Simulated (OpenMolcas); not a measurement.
# A workflow on NH3 (ammonia)

Wanted: a single-point energy (UHF/STO-3G), then a single-point energy (CASSCF(2,2)/STO-3G), then a single-point energy (CASPT2(2,2)/STO-3G), then the energy (SC-NEVPT2(2,2)/STO-3G), then a single-point energy (MRCI(2,2)/STO-3G) of NH3 (ammonia). 

The results are computed with OpenMolcas 26.06.

### Step 1. The system as given

NH3: 4 atoms, total charge 0, spin state singlet. SMILES: `N`. The N1–H4 distance was set to 2.025 Å, away from the relaxed value. At this shape a bond of the SMILES string is far longer than usual.

Bond lengths: N1–H2 1.013 Å, N1–H3 1.013 Å. Angles: H2–N1–H3 107.1°.

### Step 2. The energy at UHF/STO-3G (run 1)

Contents of step1.input:

```
* H3N Hartree-Fock

&gateway
  baslib=$CurrDir
  coord
  4
  bohr
  N     -1.14653274     0.27337534     1.81985728
  H     -0.08756802    -0.76841178     3.02597498
  H     -2.69151613    -0.76863854     1.38552263
  H      0.88235092     0.66949217    -1.40066500
  basis=STO-3G
  group=NoSym

&seward

&scf
  uhf
  scramble=0.25
  prorbitals=1 1
```

The basis set STO-3G is read from a file made from the Basis Set Exchange's data (not shown).

On the command line:

```sh
$ export MOLCAS_MEM=1860
$ pymolcas step1.input > step1.log
```

What it wrote:

```text
--- Start Module: gateway ---
[...]
--- Stop Module: gateway /rc=_RC_ALL_IS_WELL_ ---
--- Start Module: seward ---
[...]
      Basis functions            8
--- Stop Module: seward /rc=_RC_ALL_IS_WELL_ ---
--- Start Module: scf ---
[...]
       Convergence after  15 Iterations
[...]
::    Total SCF energy                                -55.3035542076
[...]
      Total spin, S                                     0.5871291574
[...]
      Total electronic charge=   10.000000
      Total            charge=   -0.000000
[...]
      Dipole Moment (debye):
      Origin of the operator (angstrom)=   -0.5584    0.0918    0.8863
                   X= -3.4512E-01               Y= -1.7094E+00               Z=  5.4807E-01           Total=  1.8280E+00
      Quadrupole Moment (debye*angstrom):
[...]
--- Stop Module: scf /rc=_RC_ALL_IS_WELL_ ---
[...]
```

It took 1.5 s on 1 thread of Arm Neoverse V2, shared host; peak memory 0.36 GiB.

### Step 3. The energy at CASSCF(2,2)/STO-3G (run 2)

Contents of step2.input:

```
* H3N CASSCF

&GATEWAY
  BASLIB
  $CurrDir
  COORD
  4
  bohr
  N     -1.14653274     0.27337534     1.81985728
  H     -0.08756802    -0.76841178     3.02597498
  H     -2.69151613    -0.76863854     1.38552263
  H      0.88235092     0.66949217    -1.40066500
  BASIS
  STO-3G
  GROUP
  NoSym

&SEWARD

&RASSCF
  FILEORB
  $CurrDir/step1.UnaOrb
  SPIN
  1
  NACTEL
  2 0 0
  INACTIVE
  4
  RAS2
  2
  ORBLISTING
  Nothing
  ORBAPPEAR
  Compact
```

The basis set STO-3G is read from a file made from the Basis Set Exchange's data (not shown).

On the command line:

```sh
$ export MOLCAS_MEM=1860
$ pymolcas step2.input > step2.log
```

What it wrote:

```text
--- Start Module: gateway ---
[...]
--- Stop Module: gateway /rc=_RC_ALL_IS_WELL_ ---
--- Start Module: seward ---
[...]
      Basis functions            8
--- Stop Module: seward /rc=_RC_ALL_IS_WELL_ ---
--- Start Module: rasscf ---
[...]
      Number of active orbitals                  2
[...]
      Spin quantum number                      0.0
[...]
      Active orbitals                            2
[...]
      Number of CSFs                             3
[...]
      Number of root(s) required                 1
[...]
      Convergence after 11 iterations
[...]
      printout of CI-coefficients larger than  0.05 for root  1
      energy=     -55.316972
      conf/sym  11     Coeff  Weight
             1  20  -0.86726 0.75213
             3  02   0.49786 0.24787
      Natural orbitals and occupation numbers for root  1
      sym 1:   1.504263   0.495737
      ************************************************************************************************************************
      *                                                    Final results                                                     *
[...]
::    RASSCF root number  1 Total energy:    -55.31697177
[...]
      Total electronic charge=   10.000000
      Total            charge=   -0.000000
[...]
      Dipole Moment (debye):
      Origin of the operator (angstrom)=   -0.5584    0.0918    0.8863
                   X= -2.2353E-01               Y= -1.7436E+00               Z=  3.5507E-01           Total=  1.7934E+00
      Quadrupole Moment (debye*angstrom):
[...]
--- Stop Module: rasscf /rc=_RC_ALL_IS_WELL_ ---
[...]
```

Run time: 1.4 s. Hardware: 1 thread of Arm Neoverse V2, shared host; peak memory 0.37 GiB.

### Step 4. The energy at CASPT2(2,2)/STO-3G (run 3)

Contents of step3.input:

```
* H3N CASPT2

&GATEWAY
 BasLib=$CurrDir
 Coord
 4
 bohr
 N     -1.14653274     0.27337534     1.81985728
 H     -0.08756802    -0.76841178     3.02597498
 H     -2.69151613    -0.76863854     1.38552263
 H      0.88235092     0.66949217    -1.40066500
 Basis=STO-3G
 Group=NoSym

&SEWARD

&RASSCF
 FileOrb=$CurrDir/step2.RasOrb
 Spin=1
 Nactel=2 0 0
 Inactive=4
 Ras2=2
 OrbListing=Nothing
 OrbAppear=Compact

&CASPT2
 Imaginary=0.1
 Frozen=1
```

The basis set STO-3G is read from a file made from the Basis Set Exchange's data (not shown).

On the command line:

```sh
$ export MOLCAS_MEM=1860
$ pymolcas step3.input > step3.log
```

What it wrote:

```text
--- Start Module: gateway ---
[...]
--- Stop Module: gateway /rc=_RC_ALL_IS_WELL_ ---
[...]
      Basis functions            8
[...]
--- Start Module: rasscf ---
[...]
      Number of active orbitals                  2
[...]
      Spin quantum number                      0.0
[...]
      Active orbitals                            2
[...]
      Number of CSFs                             3
[...]
      Number of root(s) required                 1
[...]
      Convergence after  4 iterations
[...]
      printout of CI-coefficients larger than  0.05 for root  1
      energy=     -55.316972
      conf/sym  11     Coeff  Weight
             1  20  -0.86726 0.75213
             3  02   0.49786 0.24787
      Natural orbitals and occupation numbers for root  1
      sym 1:   1.504263   0.495737
      ************************************************************************************************************************
      *                                                    Final results                                                     *
[...]
::    RASSCF root number  1 Total energy:    -55.31697177
[...]
      Total electronic charge=   10.000000
      Total            charge=   -0.000000
[...]
      Dipole Moment (debye):
      Origin of the operator (angstrom)=   -0.5584    0.0918    0.8863
                   X= -2.2354E-01               Y= -1.7437E+00               Z=  3.5507E-01           Total=  1.7934E+00
      Quadrupole Moment (debye*angstrom):
[...]
--- Stop Module: rasscf /rc=_RC_ALL_IS_WELL_ ---
--- Start Module: caspt2 ---
[...]
 ###    WARNING: User changed nr of frozen orbitals.                         ###
 ###############################################################################
[...]
      E2 (Variational):          -0.0336489556
      Total energy:             -55.3506207215
[...]
      Reference weight:           0.98654
[...]
::    CASPT2 Root  1     Total energy:    -55.35062072
[...]
--- Stop Module: caspt2 /rc=_RC_ALL_IS_WELL_ ---
[...]
```

Run time: 1.4 s. Hardware: 1 thread of Arm Neoverse V2, shared host; peak memory 0.37 GiB.

### Step 5. The energy at SC-NEVPT2(2,2)/STO-3G (run 4)

Contents of step4.inp:

```
>>> EXPORT MOLCAS_PRINT=2

&GATEWAY
  BasLib=$CurrDir
  Coord
  4
  bohr
  N     -1.14653274     0.27337534     1.81985728
  H     -0.08756802    -0.76841178     3.02597498
  H     -2.69151613    -0.76863854     1.38552263
  H      0.88235092     0.66949217    -1.40066500
  Basis=STO-3G
  Group=NoSym

&SEWARD

&RASSCF
  FileOrb=$CurrDir/step2.RasOrb
  Spin=1
  Nactel=2 0 0
  Inactive=4
  Ras2=2
  OrbListing=Nothing
  OrbAppear=Compact

&CASPT2
  SC-NEVPT2
  Frozen=1
```

The basis set STO-3G is read from a file made from the Basis Set Exchange's data (not shown).

On the command line:

```sh
$ export MOLCAS_MEM=1860
$ pymolcas step4.inp > step4.log
```

What it wrote:

```text
--- Start Module: gateway ---
[...]
--- Stop Module: gateway /rc=_RC_ALL_IS_WELL_ ---
[...]
      Basis functions            8
[...]
--- Start Module: rasscf ---
[...]
      Number of active orbitals                  2
[...]
      Spin quantum number                      0.0
[...]
      Active orbitals                            2
[...]
      Number of CSFs                             3
[...]
      Number of root(s) required                 1
[...]
      Convergence after  4 iterations
[...]
      printout of CI-coefficients larger than  0.05 for root  1
      energy=     -55.316972
      conf/sym  11     Coeff  Weight
             1  20  -0.86726 0.75213
             3  02   0.49786 0.24787
      Natural orbitals and occupation numbers for root  1
      sym 1:   1.504263   0.495737
      ************************************************************************************************************************
      *                                                    Final results                                                     *
[...]
::    RASSCF root number  1 Total energy:    -55.31697177
[...]
      Total electronic charge=   10.000000
      Total            charge=   -0.000000
[...]
      Dipole Moment (debye):
      Origin of the operator (angstrom)=   -0.5584    0.0918    0.8863
                   X= -2.2354E-01               Y= -1.7437E+00               Z=  3.5507E-01           Total=  1.7934E+00
      Quadrupole Moment (debye*angstrom):
[...]
--- Stop Module: rasscf /rc=_RC_ALL_IS_WELL_ ---
--- Start Module: caspt2 ---
[...]
 ###    WARNING: User changed nr of frozen orbitals.                         ###
 ###############################################################################
[...]
      E2 (Variational):          -0.0336160647
[...]
      E2 (Variational):          -0.0335467370
      Total energy:             -55.3505185030
[...]
      Reference weight:           0.98664
[...]
::    SC-NEVPT2 Root  1     Total energy:    -55.35051850
[...]
--- Stop Module: caspt2 /rc=_RC_ALL_IS_WELL_ ---
[...]
```

Run time: 1.4 s. Hardware: 1 thread of Arm Neoverse V2, shared host; peak memory 0.37 GiB.

### Step 6. A single-point energy at MRCI(2,2)/STO-3G (run 5)

Contents of step5.inp:

```
&GATEWAY
BasLib = $CurrDir
Coord
4
bohr
N     -1.14653274     0.27337534     1.81985728
H     -0.08756802    -0.76841178     3.02597498
H     -2.69151613    -0.76863854     1.38552263
H      0.88235092     0.66949217    -1.40066500
Basis = STO-3G
Group = NoSym
&SEWARD
&RASSCF
FileOrb = $CurrDir/step2.RasOrb
Spin = 1
Nactel = 2 0 0
Inactive = 4
Ras2 = 2
OrbListing = Nothing
OrbAppear = Compact
&MOTRA
LumOrb
Frozen = 1
&GUGA
Electrons = 8
Spin = 1
Inactive = 3
Active = 2
CIAll = 1
&MRCI
SDCI
```

The basis set STO-3G is read from a file made from the Basis Set Exchange's data (not shown).

On the command line:

```sh
$ export MOLCAS_MEM=1860
$ pymolcas step5.inp > step5.log
```

What it wrote:

```text
--- Start Module: gateway ---
[...]
--- Stop Module: gateway /rc=_RC_ALL_IS_WELL_ ---
[...]
      Basis functions            8
[...]
      Number of active orbitals                  2
[...]
      Spin quantum number                      0.0
[...]
      Active orbitals                            2
[...]
      Number of CSFs                             3
[...]
      Number of root(s) required                 1
[...]
      Convergence after  4 iterations
[...]
      printout of CI-coefficients larger than  0.05 for root  1
      energy=     -55.316972
      conf/sym  11     Coeff  Weight
             1  20  -0.86726 0.75213
             3  02   0.49786 0.24787
      Natural orbitals and occupation numbers for root  1
      sym 1:   1.504263   0.495737
      ************************************************************************************************************************
      *                                                    Final results                                                     *
[...]
::    RASSCF root number  1 Total energy:    -55.31697177
[...]
      Dipole Moment (debye):
      Origin of the operator (angstrom)=   -0.5584    0.0918    0.8863
                   X= -2.2354E-01               Y= -1.7437E+00               Z=  3.5507E-01           Total=  1.7934E+00
      Quadrupole Moment (debye*angstrom):
[...]
      *** WARNING: Default frozen orbitals is overwritten by user input.
      *** Default values:   1
[...]
--- Start Module: guga ---
[...]
--- Stop Module: guga /rc=_RC_ALL_IS_WELL_ ---
--- Start Module: mrci ---
[...]
       (But an ACPF correction will be computed)
       USE THE DEFAULT ACPF G-VALUE GFAC=  0.25000000000000000
[...]
                      CI ENERGY:   -55.36415043
[...]
                ACPF CORRECTION:    -0.00098299
[...]
      Total electronic charge=   10.000000
      Total            charge=   -0.000000
[...]
     ACPF CORRECTION:     -0.00098299
[...]
  CI State   1     Total energy:    -55.36415043     QDav:     -0.00131983     QACPF:     -0.00098299
[...]
--- Stop Module: mrci /rc=_RC_ALL_IS_WELL_ ---
[...]
```

It took 1.4 s on 1 thread of Arm Neoverse V2, shared host; peak memory 0.37 GiB.

### Step 7. What came out

| quantity | value |
| --- | --- |
| run 1, UHF/STO-3G: total energy | -55.30355 Eh |
| run 1, UHF/STO-3G: dipole moment | 1.83 D |
| run 1, UHF/STO-3G: HOMO energy | -9.43 eV |
| run 1, UHF/STO-3G: LUMO energy | 8.82 eV |
| run 1, UHF/STO-3G: HOMO–LUMO gap | 18.25 eV |
| run 1, UHF/STO-3G: ⟨S²⟩ | 0.932 |
| run 2, CASSCF(2,2)/STO-3G: total energy | -55.31697 Eh |
| run 2, CASSCF(2,2)/STO-3G: dipole moment (CASSCF density) | 1.79 D |
| run 3, CASPT2(2,2)/STO-3G: total energy | -55.35062 Eh |
| run 3, CASPT2(2,2)/STO-3G: dipole moment (CASSCF density) | 1.79 D |
| run 4, SC-NEVPT2(2,2)/STO-3G: total energy | -55.35052 Eh |
| run 4, SC-NEVPT2(2,2)/STO-3G: dipole moment (CASSCF density) | 1.79 D |
| run 5, MRCI(2,2)/STO-3G: total energy | -55.36415 Eh |
| run 5, MRCI(2,2)/STO-3G: dipole moment (CASSCF density) | 1.79 D |

What this shows: ⟨S²⟩ (run 1, UHF/STO-3G) is 0.93 where a pure singlet has 0.00: the reference is spin-contaminated. Mulliken charges (run 2, CASSCF(2,2)/STO-3G) run from -0.30 on N1 to +0.15 on H2. Mulliken charges (run 5, MRCI(2,2)/STO-3G) of the CASSCF density run from -0.30 on N1 to +0.15 on H2; they depend strongly on the basis.
